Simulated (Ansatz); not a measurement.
A geometry relaxed with PBE0-D3(BJ)/def2-TZVP in Ansatz (a first-principles code), charge 0, multiplicity 2:

```xyz
3

O      1.0282    -0.1542     0.0000
H     -1.0037    -0.1995     0.0000
C     -0.0244     0.3538     0.0000
```

**Question.** Write the SMILES of this molecule.

**Answer.** `[CH]=O`
